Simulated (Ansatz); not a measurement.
# CH3NSi: the cost of one run

Program: Ansatz 0.2.0. Level of theory: the levels named in each step. These are calculated values, not measurements.

### 1 Starting point

Bond lengths: N1–C2 1.145 Å, C2–Si3 1.867 Å, Si3–H4 1.461 Å, Si3–H5 1.462 Å, Si3–H6 1.462 Å. Angles: N1–C2–Si3 179.6°, C2–Si3–H4 106.3°, C2–Si3–H5 106.3°, C2–Si3–H6 106.1°, H4–Si3–H5 112.5°, H4–Si3–H6 112.5°, H5–Si3–H6 112.5°.

As a file:

```xyz
6

N     1.9026    0.0155    0.0094
C     0.7572    0.0043    0.0081
Si   -1.1092   -0.0084   -0.0070
H    -1.5049   -1.0261   -0.9784
H    -1.5263    1.3352   -0.4033
H    -1.5236   -0.3443    1.3545
```

### 2 A rough first relaxation, PBE-D4/def2-SVP

This run stands in another session on the same molecule. It ended at:

```xyz
6

N     1.9490    0.0158    0.0096
C     0.7757    0.0052    0.0065
Si   -1.0873   -0.0087   -0.0057
H    -1.5328   -1.0429   -0.9940
H    -1.5542    1.3565   -0.4092
H    -1.5546   -0.3497    1.3762
```

### 3 Relaxation, HF/STO-3G

The input, input.yaml:

```yaml
crystal:
  periodic: [false, false, false]
  atoms:
    - { symbol: "N", position_ang: [1.94902882, 0.01580295, 0.00956166] }
    - { symbol: C, position_ang: [0.77566791, 0.00516087, 0.00645786] }
    - { symbol: Si, position_ang: [-1.08726036, -0.00870404, -0.00573914] }
    - { symbol: H, position_ang: [-1.53275134, -1.04286982, -0.99396625] }
    - { symbol: H, position_ang: [-1.55422001, 1.35647925, -0.40920169] }
    - { symbol: H, position_ang: [-1.55461503, -0.34970921, 1.37622755] }
basis:
  gaussian: { orbitals: STO-3G }
hamiltonian:
  xc: hf
relax:
  f_tol: 0.002
  max_steps: 150
```

Run with:

```
$ ansatz run input.yaml --threads 2 --pin off --max-ram 5120MiB --backend cpu --events-out ev --progress --plain --runs-dir out
```

What time and memory should one allow on 2 threads of Intel Xeon at 2.50GHz (Skylake/Cascade Lake), shared host?

About 5.3 s, with a peak of 0.11 GiB.
